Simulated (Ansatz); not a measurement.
Name a neutral molecule of C, O and H with LUMO energy (PBE/def2-TZVPP) between -1.05 and -0.75 eV and size of the dipole moment (B3LYP/def2-TZVPP) between 0.70 and 1.00 D (Ansatz, PBE0-D4/def2-TZVP geometry).

`C=COC=C` (-1.01 eV, 0.72 D). Other molecules can fit too; these were computed, each in one conformer that needn't be the lowest.

B3LYP here is the variant with VWN-RPA as its local correlation; programs differ in this.
